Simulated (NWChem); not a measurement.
ethanol (C₂H₆O); SMILES CCO

```xyz
9

C      0.2531    -1.2028     0.0291
C     -0.5506     0.0827    -0.0179
O      0.2462     1.2341     0.0728
H     -0.4036    -2.0866     0.0150
H      0.8682    -1.2401     0.9410
H      0.9298    -1.2809    -0.8387
H     -1.1851     0.0958    -0.9282
H     -1.2422     0.1225     0.8392
H      0.8487     1.2367    -0.6781
```
Atoms are numbered in this order, from 1.

Program: NWChem. Pople sets run with spherical d functions. Geometry: optimised at PBE0/def2-SVP. Ions are spin-unrestricted doublets at the neutral geometry; other ion states weren't tried.

Taking Hartree-Fock/def2-TZVPD as the yardstick, which of these has the fewest basis functions while keeping “vertical ionisation energy, ΔSCF (eV)” within 0.05 eV of it: Hartree-Fock/6-31+G*; Hartree-Fock/STO-3G; Hartree-Fock/6-31G*; Hartree-Fock/3-21G; Hartree-Fock/6-311++G**; Hartree-Fock/6-311G**?

Hartree-Fock/6-31G* (a larger set in the list lies outside the tolerance).
```
level                    basis functions  vertical ionisation energy, ΔSCF (eV)
-----------------------  ---------------  -------------------------------------
Hartree-Fock/STO-3G                   21                                   7.06
Hartree-Fock/3-21G                    39                                   9.25
Hartree-Fock/6-31G*                   54                                   9.47
Hartree-Fock/6-31+G*                  66                                   9.58
Hartree-Fock/6-311G**                 90                                   9.48
Hartree-Fock/6-311++G**              108                                   9.55
Hartree-Fock/def2-TZVPD              168                                   9.51
```

The yardstick is one finite set, not the basis-set limit.
